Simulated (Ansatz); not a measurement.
Calculated with Ansatz (gas phase, PBE0-D4/def2-TZVP geometries, no zero-point term in ΔE). CCSD(T)/CBS is the MP2 limit (def2-TZVPP, def2-QZVPP) plus CCSD(T) − MP2 in def2-TZVPP, frozen cores. This one scheme is used for every species. DFT in def2-TZVPP. B3LYP here is the variant with VWN-RPA as its local correlation; programs differ in this. HSE06 is defined as in plane-wave codes. One conformer a species, not always the lowest.

Consider the substitution at a C–O bond: `COC(F)(F)Cl` + H–F → `FC(F)(F)Cl` + CH₃OH.

`COC(F)(F)Cl`:

Cartesian coordinates in Å:
```
C 0.108 0.337 1.190
O -0.420 -0.599 0.246
C -0.129 -0.346 -1.033
F 1.198 -0.322 -1.257
F -0.586 0.856 -1.430
Cl -0.857 -1.596 -2.035
H 1.198 0.351 1.151
H -0.222 -0.019 2.162
H -0.290 1.336 1.006
```

H–F:

Z-matrix (Å, degrees):
```
F
H 1 0.920
```

`FC(F)(F)Cl`:

Z-matrix (Å, degrees):
```
C
F 1 1.322
F 1 1.322 2 108.7
Cl 1 1.756 2 110.2 3 -120.9
F 1 1.322 2 108.7 3 118.2
```

CH₃OH:

Z-matrix (Å, degrees):
```
C
O 1 1.409
H 1 1.097 2 112.4
H 1 1.090 2 107.0 3 -118.5
H 1 1.097 2 112.4 3 123.0
H 2 0.959 1 108.5 3 -61.6
```

```csv
level,ΔE (kJ/mol),difference from CCSD(T)/CBS
LDA (SPW92),22.6,-6.1
PBE-D4,18.2,-10.5
revPBE-D4,20.9,-7.8
BLYP-D4,20.0,-8.7
r2SCAN-D4,18.1,-10.6
B97M-V,15.3,-13.4
PBE0-D4,19.7,-9.0
B3LYP-D4,20.5,-8.2
r2SCANh-D4,18.8,-9.9
HSE06-D4,19.3,-9.4
BHLYP-D4,21.0,-7.7
CAM-B3LYP-D4,20.3,-8.4
ωB97X-V,20.3,-8.4
ωB97M-V,20.4,-8.3
B2PLYP,19.7,-9.0
PBE-QIDH,22.7,-6.0
PBE,13.5,-15.2
revPBE,8.9,-19.8
BLYP,10.4,-18.3
r2SCAN,16.7,-12.0
B3LYP,13.3,-15.4
r2SCANh,17.4,-11.3
HSE06,15.5,-13.2
BHLYP,15.6,-13.1
CAM-B3LYP,16.1,-12.6
LC-ωPBE,17.2,-11.5
HF/def2-SVP,10.5,-18.2
MP2/def2-SVP,20.9,-7.8
CCSD/def2-SVP,16.9,-11.8
HF/def2-TZVPP,10.9,-17.8
MP2/def2-TZVPP,30.4,1.7
SCS-MP2/def2-TZVPP,25.4,-3.3
CCSD/def2-TZVPP,23.4,-5.3
CCSD(T)/def2-TZVPP,25.8,-2.9
HF/def2-QZVPP,10.5,-18.2
MP2/def2-QZVPP,31.9,3.2
SCS-MP2/def2-QZVPP,26.9,-1.8
HF/CBS(def2),10.5,-18.2
MP2/CBS(def2),33.3,4.6
CCSD/CBS(def2),26.2,-2.5
CCSD(T)/CBS,28.7,0
```

Largest T1 diagnostic among the species: 0.011.

At CCSD(T), def2-SVP lies −10.5 kJ/mol from the extrapolated value and def2-TZVPP −2.9 kJ/mol. From BLYP to BHLYP (50 % exact exchange), in def2-TZVPP and without D4, ΔE moves by +5.2 kJ/mol. In def2-TZVPP, CCSD(T) changes the Hartree–Fock value by +14.9 kJ/mol (the triples alone add +2.4 kJ/mol) and MP2 by +19.5 kJ/mol.

CCSD(T)/CBS has its own doubt, a few kJ/mol and more with outer-core shells, so smaller differences from it don't rank the levels.
